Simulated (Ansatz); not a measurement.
We consider rutile SnO2, described by r²SCAN+SOC (PAW; Ansatz, a first-principles code).

Numerical settings: plane-wave cutoff 560 eV, 8×8×10 k mesh (along the axes of the cell as run), Fermi–Dirac smearing 0.01 eV, PAW data made under PBE.

Cell (measured lattice):

```cif
data_O4Sn2
_chemical_formula_sum 'Sn2 O4'
_space_group_name_H-M_alt 'P42/mnm'
_space_group_IT_number 136
_space_group_name_Hall '-P 4n 2n'
_cell_length_a 4.73735
_cell_length_b 4.73735
_cell_length_c 3.18640
_cell_angle_alpha 90.000
_cell_angle_beta 90.000
_cell_angle_gamma 90.000
loop_
_atom_site_label
_atom_site_type_symbol
_atom_site_symmetry_multiplicity
_atom_site_Wyckoff_symbol
_atom_site_fract_x
_atom_site_fract_y
_atom_site_fract_z
_atom_site_occupancy
Sn1 Sn 2 a 0.00000 0.00000 0.00000 1
O1 O 4 f 0.30577 0.30577 0.00000 1
```

Q: What does this level give for the band gap?

A: 
* **band gap**: 1.94 eV (direct)

Measured, for comparison: band gap 3.81 eV (zero-point renormalisation of 215 meV (computed, non-adiabatic AHC, without the lattice-expansion part) added back here to the 1.8 K gap of; inputs from Miglio et al. (2020), arXiv:2011.12765). Computed (rounded) less measured: band gap -1.87 eV.

Note: cell and atoms aren't relaxed at this level (pressure 3.0 GPa).

Static lattice: no zero-point or thermal effects.
